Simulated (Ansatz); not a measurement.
# C4H6ClF: the cost of one run

Program: Ansatz 0.2.0. Level of theory: RKS PBE0-D4/def2-SVP. These are calculated values, not measurements.

## (1) The system as given

Bond lengths: C1–C2 1.344 Å, C2–C3 1.474 Å, C2–C4 1.519 Å, C4–F5 1.428 Å, C4–Cl6 1.718 Å, C1–H7 1.037 Å, C1–H8 1.120 Å, C3–H9 1.118 Å, C3–H10 1.107 Å, C3–H11 1.118 Å, C4–H12 1.115 Å. Angles (14 of 18 angles, heavy atoms first): C1–C2–C3 118.6°, C1–C2–C4 127.3°, C3–C2–C4 114.1°, C2–C4–F5 107.5°, C2–C4–Cl6 114.3°, F5–C4–Cl6 108.3°, C2–C1–H7 124.8°, C2–C1–H8 115.7°, C2–C3–H9 113.4°, C2–C3–H10 114.7°, C2–C3–H11 112.5°, C2–C4–H12 109.9°, F5–C4–H12 104.9°, Cl6–C4–H12 111.3°.

Structure file:

```xyz
12

C    -0.8270   -1.2105   -0.5786
C    -0.1401   -0.1776   -0.0600
C     0.8132   -0.4429    1.0325
C    -0.1949    1.2761   -0.4960
F    -1.3743    1.4455   -1.2823
Cl    1.1544    1.7866   -1.4282
H    -0.7521   -2.1930   -0.2555
H    -1.5571   -0.9521   -1.3878
H     1.8688   -0.1830    0.7725
H     0.8420   -1.4946    1.3767
H     0.5906    0.1576    1.9487
H    -0.3465    1.9329    0.3921
```

## (2) End point A

Input file input.yaml:

```yaml
crystal:
  periodic: [false, false, false]
  atoms:
    - { symbol: C, position_ang: [-0.827, -1.2105, -0.5786] }
    - { symbol: C, position_ang: [-0.1401, -0.1776, -0.06] }
    - { symbol: C, position_ang: [0.8132, -0.4429, 1.0325] }
    - { symbol: C, position_ang: [-0.1949, 1.2761, -0.496] }
    - { symbol: F, position_ang: [-1.3743, 1.4455, -1.2823] }
    - { symbol: Cl, position_ang: [1.1544, 1.7866, -1.4282] }
    - { symbol: H, position_ang: [-0.7521, -2.193, -0.2555] }
    - { symbol: H, position_ang: [-1.5571, -0.9521, -1.3878] }
    - { symbol: H, position_ang: [1.8688, -0.183, 0.7725] }
    - { symbol: H, position_ang: [0.842, -1.4946, 1.3767] }
    - { symbol: H, position_ang: [0.5906, 0.1576, 1.9487] }
    - { symbol: H, position_ang: [-0.3465, 1.9329, 0.3921] }
basis:
  gaussian: { orbitals: def2-SVP }
hamiltonian:
  xc: pbe0
  dispersion: d4
relax:
  f_tol: 0.02
  max_steps: 50
```

On the command line:

```bash
> ansatz run input.yaml --threads 2 --pin off --max-ram 3072MiB --backend cpu --events-out ev --progress --plain --runs-dir out
```

Q: Estimate wall time and peak memory on 2 threads of AMD EPYC 9R45 (Zen 5), shared host.

About 13 s, with a peak of 0.3 GiB.
